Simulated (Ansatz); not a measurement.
System: Cs2AgSbCl6 (Fm-3m, No. 225). Method: r²SCAN (plane waves, PAW; Ansatz, a quantum-chemistry and plane-wave program).

Input file:

Ansatz 0.2 input:
```yaml
crystal:
  lattice:
    - [0.0, 5.332, 5.332]
    - [5.332, 0.0, 5.332]
    - [5.332, 5.332, 0.0]
  atoms:
    - { symbol: Cs, position: [0.25, 0.25, 0.25] }
    - { symbol: Cs, position: [0.75, 0.75, 0.75] }
    - { symbol: Sb, position: [0.0, 0.0, 0.0] }
    - { symbol: Ag, position: [0.5, 0.5, 0.5] }
    - { symbol: Cl, position: [0.75373, 0.24627, 0.24627] }
    - { symbol: Cl, position: [0.24627, 0.75373, 0.24627] }
    - { symbol: Cl, position: [0.24627, 0.75373, 0.75373] }
    - { symbol: Cl, position: [0.75373, 0.24627, 0.75373] }
    - { symbol: Cl, position: [0.24627, 0.24627, 0.75373] }
    - { symbol: Cl, position: [0.75373, 0.75373, 0.24627] }
basis:
  ecutwfc: 560
  ecutrho_ratio: 4
  xc_grid: 3
kpoints:
  mp_grid: { grid: [6, 6, 6] }
  band_path:
    path:
      - [0.0, 0.0, 0.0]
      - [0.1, 0.0, 0.1]
      - [0.2, 0.0, 0.2]
      - [0.3, 0.0, 0.3]
      - [0.4, 0.0, 0.4]
      - [0.5, 0.0, 0.5]
      - [0.625, 0.25, 0.625]
      - [0.375, 0.375, 0.75]
      - [0.3, 0.3, 0.6]
      - [0.225, 0.225, 0.45]
      - [0.15, 0.15, 0.3]
      - [0.075, 0.075, 0.15]
      - [0.125, 0.125, 0.125]
      - [0.25, 0.25, 0.25]
      - [0.375, 0.375, 0.375]
      - [0.5, 0.5, 0.5]
      - [0.5, 0.416667, 0.583333]
      - [0.5, 0.333333, 0.666667]
      - [0.5, 0.25, 0.75]
      - [0.5, 0.125, 0.625]
    npoints: 1
hamiltonian:
  xc: r2scan
  dispersion: none
  pseudopotentials: { kind: paw }
scf:
  occupations: { method: fermi_dirac, width: 0.01 }
  convergence: { dr2_threshold: 0.000000001 }
output:
  forces: true
  stress: true
  eigenvalues: true
  write_bands: true
```

The run printed, among other lines:

```
Crystal: 10 atoms, lattice volume = 303.180 Å³
Basis set: ecut = 560 eV, 9185 PW (Γ), exchange–correlation on 180×180×180 points (27 copies of the dense FFT grid, shifted against one another)
Bands: 57, of which v1, the nominal top of the filled ones, is band 47 counted from 1 (46 counted from 0)
Symmetry: 48 space group operations
Space group: Fm-3m (ITA 225), of the structure as read, at distance tolerance 6.7e-5 Å
k-points: 16 of 216
Functional: x = r2scan, c = r2scan; τ floored in thin density (d = 2e-4 eV/Å³)
SCF iter   1: F=—  HF=-31991.206568 eV  |F-HF|=—  |Δ(HF+E_count)|=         —  Δρ=5.10e-3  dr2=7.36e-2  dr2_τ=1.84e-2
SCF iter   2: F=—  HF=-31991.251509 eV  |F-HF|=—  |Δ(HF+E_count)|=   4.49e-2  Δρ=2.48e-3  dr2=1.08e-2  dr2_τ=1.13e-3
  ...
SCF iter   8: F=—  HF=-31991.249969 eV  |F-HF|=—  |Δ(HF+E_count)|=   5.77e-9  Δρ=7.75e-7  dr2=3.96e-9  dr2_τ=1.11e-10
SCF iter   9: F=-31991.249969 eV  HF=-31991.249969 eV  |F-HF|=9.46e-11  |Δ(HF+E_count)|=  7.24e-10  Δρ=2.13e-7  dr2=2.36e-10  dr2_τ=1.56e-11
SCF 1 converged in 9 iterations: F = -31991.249969 eV  dr2 = 2.36e-10
SCF converged after 9 iterations
Free energy (F): -31991.249969 eV
Internal energy: -31991.249969 eV  (E = F + TS)
E sigma→0 (E₀):  -31991.249969 eV
Fermi energy:    5.600165 eV
--- Forces (eV/Å), atoms counted from 1 ---
  atom   1  Cs    -0.00000000     0.00000000    -0.00000000
  atom   2  Cs    -0.00000000     0.00000000    -0.00000000
  atom   3  Sb    -0.00000000     0.00000000     0.00000000
  atom   4  Ag     0.00000000    -0.00000000    -0.00000000
  atom   5  Cl     0.21298539    -0.00000000     0.00000000
  atom   6  Cl     0.00000000     0.21298539     0.00000000
  atom   7  Cl    -0.21298539     0.00000000    -0.00000000
  atom   8  Cl    -0.00000000    -0.21298539    -0.00000000
  atom   9  Cl    -0.00000000    -0.00000000     0.21298539
  atom  10  Cl    -0.00000000    -0.00000000    -0.21298539
--- Stress (GPa, compression-positive) ---
        0.645572       0.000000       0.000000
        0.000000       0.645572       0.000000
        0.000000      -0.000000       0.645572
  P = ⅓ Tr σ = 0.6456 GPa (6.456 kbar)
```

The PAW data were made under PBE.

Note: cell and atoms aren't relaxed at this level (largest force component 0.21 eV/Å, pressure 0.6 GPa).

Cost on a shared machine: about 80 core-seconds (a rough figure).
